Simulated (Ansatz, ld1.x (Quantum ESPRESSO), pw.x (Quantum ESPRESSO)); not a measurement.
calcium (fcc): variants of one RRKJ potential in the solid

```json
{"Element": "Ca (Z = 20)", "Generator": "ld1.x (Quantum ESPRESSO) 7.5", "Type": "norm-conserving RRKJ (Kleinman–Bylander form)", "Functional": "PBE", "Relativity": "scalar-relativistic", "Frozen core": "[Ar]", "Valence charge": "2", "Reference configuration": "3d0 4s2 4p0", "Partial waves": "4p (bound, empty): rc 3.10 bohr; 3d (bound, empty): rc 3.10 bohr; 4s (bound): rc 2.90 bohr", "Local potential": "the s channel", "Core correction": "none", "rho0": "0.02"}
```

Crystal test: fcc Ca in pw.x 7.5, no spin, 10³ k-points, Fermi–Dirac smearing 0.01 Ry, cutoffs set for each file from its atomic test. The reference is all-electron LAPW (Ansatz 0.2.0) with the same functional, mesh and smearing; V0 and B0 come from Birch–Murnaghan fits to the pressures at five volumes. Errors are pseudo minus all-electron; Δ is the rms difference of the E(V) curves that follow from these fits, minima aligned, over ±6 % about the mean V0. Mesh and smearing are coarse, so the numbers serve the comparison and aren't converged zero-temperature values; the lattice is a test structure that the element need not adopt.

All-electron: a0 = 5.529 Å (V0 = 42.26 Å³/atom), B0 = 17.4 GPa.

Base: This is a poor potential for the solid. Atomic configuration tests: 1 of 7 tests not solved or not reliable.

3 further variants are left out: they gave no file fit for a test, a broken result, the same result as the base, or pressures whose basis-set error rivals the error shown.

A dash in a converged row means that the minimum lies outside the volumes sampled.

| change | cutoffs (Ry) | pw.x | a0 (Å) | a0 error (%) | B0 error (%) | Δ (meV/atom) | mean pressure error (GPa) |
| --- | --- | --- | --- | --- | --- | --- | --- |
| base | 35/140 | converged | – | – | – | – | -1.06 |
| wave 4p (bound): rc 3.10 bohr becomes 4p (bound): rc 3.76 bohr | 35/140 | converged | – | – | – | – | -1.07 |

Problem. Give the row for: core correction a·sin(br)/r model core inside 1.64 bohr.

Solution. pw.x: converged; mean pressure error (GPa): +0.28; a0 (Å): 5.557; a0 error (%): +0.51; B0 error (%): +1.9; Δ (meV/atom): 2.5.
